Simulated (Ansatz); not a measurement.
# CH₂OS (built from SMILES OC=S): functionals against CCSD(T) at one geometry

One table from this session's results is given with a row withheld; the runs are named, their logs left out.

Method: single points in def2-TZVPP; program: Ansatz 0.2.0, Gaussian basis.

Correlated methods freeze the cores.

## Where the work starts

5 atoms, charge 0, spin multiplicity 1.

Atoms are counted from 1 here; the program's logs count them from 0.

Bond lengths: H1–O2 1.264 Å, H1–S5 1.648 Å, O2–C3 1.330 Å, C3–H4 1.104 Å, C3–S5 1.673 Å. Angles: O2–H1–S5 108.8°, H1–O2–C3 83.8°, O2–C3–H4 124.3°, O2–C3–S5 104.3°, H4–C3–S5 131.4°, H1–S5–C3 62.9°.

Geometry (Å):

```
atom    x (Å)    y (Å)    z (Å)
  H1   0.5898  -0.8276   0.6849
  O2   0.3583  -0.9133  -0.5550
  C3  -0.1966   0.2832  -0.3869
  H4  -0.7000   0.8539  -1.1871
  S5   0.1031   0.6545   1.2161
```

Set-up of the first run:

File run/in.yaml:

```yaml
crystal:
  periodic: [false, false, false]
  atoms:
    - {symbol: H, position_ang: [0.589800, -0.827600, 0.684900]}
    - {symbol: O, position_ang: [0.358300, -0.913300, -0.555000]}
    - {symbol: C, position_ang: [-0.196600, 0.283200, -0.386900]}
    - {symbol: H, position_ang: [-0.700000, 0.853900, -1.187100]}
    - {symbol: S, position_ang: [0.103100, 0.654500, 1.216100]}
basis:
  gaussian: {orbitals: def2-TZVPP}
correlation: {method: ccsd_t}
output: {forces: true}
```

No record of the launch command was kept for these runs.

Among the steps run: CCSD(T)/def2-TZVPP; PBE0-D4/def2-TZVPP; wB97M-V/def2-TZVPP; r2SCAN-D4/def2-TZVPP; PBE-D4/def2-TZVPP; BHLYP-D4/def2-TZVPP; SPW92/def2-TZVPP.

One table of the session follows, with a row left open; its other results are not shown here.

```
   method  RMS force component (eV/Å)  angle to CCSD(T) forces (°)  dipole (D)
  CCSD(T)                       1.038                    reference        1.16
  PBE0-D4                       1.207                         12.7        1.18
  wB97M-V                           ?                            ?           ?
r2SCAN-D4                       1.094                          6.1        1.15
   PBE-D4                       1.011                         10.0        1.07
 BHLYP-D4                       1.369                         20.3        1.30
    SPW92                       1.179                         14.0        1.07
```

**Question.** Estimate the row for wB97M-V.

**Answer.** RMS force component (eV/Å): 1.178; angle to CCSD(T) forces (°): 11.6; dipole (D): 1.20. In the column «RMS force component (eV/Å)» it lies between r2SCAN-D4 (1.094) and SPW92 (1.179).
